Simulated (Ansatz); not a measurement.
Relaxation of CH₆SSi (9 atoms, charge 0, multiplicity 1), to a largest force component of 0.03 eV/Å in at most 50 steps.

The calculation used RKS PBE0-D4/6-31G* (Ansatz).

```xyz
9
Properties=species:S:1:pos:R:3
Si -0.977 0.551 0.591
S 1.319 0.499 -2.004
C -0.405 -1.041 0.834
H 0.765 -0.374 -1.122
H -2.153 0.858 -0.254
H -0.290 1.733 1.162
H 2.197 0.942 -1.087
H 0.454 -1.259 1.462
H -0.911 -1.909 0.418
```

**Question.** Where does it end, and by what steps?

**Answer.** It converged. The force dipped under the threshold on the way, but the program's further checks kept it going. After 17 steps the energy has fallen by 0.076 eV; H6 moved furthest, 0.80 Å.

```json
{"step": "0", "energy less start (eV)": "0.0000", "largest force component (eV/Å)": "0.139", "accepted": "yes"}
{"step": "1", "energy less start (eV)": "-0.0400", "largest force component (eV/Å)": "0.275", "accepted": "yes"}
{"step": "2", "energy less start (eV)": "-0.0574", "largest force component (eV/Å)": "0.102", "accepted": "yes"}
{"step": "3", "energy less start (eV)": "-0.0601", "largest force component (eV/Å)": "0.101", "accepted": "yes"}
{"step": "4", "energy less start (eV)": "-0.0622", "largest force component (eV/Å)": "0.035", "accepted": "yes"}
{"step": "5", "energy less start (eV)": "-0.0641", "largest force component (eV/Å)": "0.038", "accepted": "yes"}
{"step": "6", "energy less start (eV)": "-0.0605", "largest force component (eV/Å)": "0.478", "accepted": "no"}
{"step": "7", "energy less start (eV)": "-0.0662", "largest force component (eV/Å)": "0.049", "accepted": "yes"}
{"step": "8", "energy less start (eV)": "-0.0668", "largest force component (eV/Å)": "0.282", "accepted": "yes"}
{"step": "9", "energy less start (eV)": "-0.0701", "largest force component (eV/Å)": "0.085", "accepted": "yes"}
{"step": "10", "energy less start (eV)": "-0.0728", "largest force component (eV/Å)": "0.056", "accepted": "yes"}
{"step": "11", "energy less start (eV)": "-0.0708", "largest force component (eV/Å)": "0.277", "accepted": "no"}
{"step": "12", "energy less start (eV)": "-0.0743", "largest force component (eV/Å)": "0.102", "accepted": "yes"}
{"step": "13", "energy less start (eV)": "-0.0740", "largest force component (eV/Å)": "0.110", "accepted": "no"}
{"step": "14", "energy less start (eV)": "-0.0758", "largest force component (eV/Å)": "0.018", "accepted": "yes"}
{"step": "15", "energy less start (eV)": "-0.0762", "largest force component (eV/Å)": "0.021", "accepted": "yes"}
{"step": "16", "energy less start (eV)": "-0.0763", "largest force component (eV/Å)": "0.032", "accepted": "yes"}
{"step": "17", "energy less start (eV)": "-0.0765", "largest force component (eV/Å)": "0.018", "accepted": "yes"}
```

```xyz
9
Properties=species:S:1:pos:R:3
Si -1.306 0.574 0.879
S 1.730 0.046 -2.240
C -0.387 -0.862 0.742
H 0.894 -0.140 -1.191
H -2.563 0.789 0.126
H -0.870 1.715 1.717
H 2.682 0.603 -1.469
H 0.530 -1.022 1.304
H -0.710 -1.702 0.131
```

Whether the end is a true minimum wasn't checked by a vibrational analysis.

Time of the run: 52 s on 1 thread of Arm Neoverse V1, with other jobs on the host, peak memory 0.13 GiB.
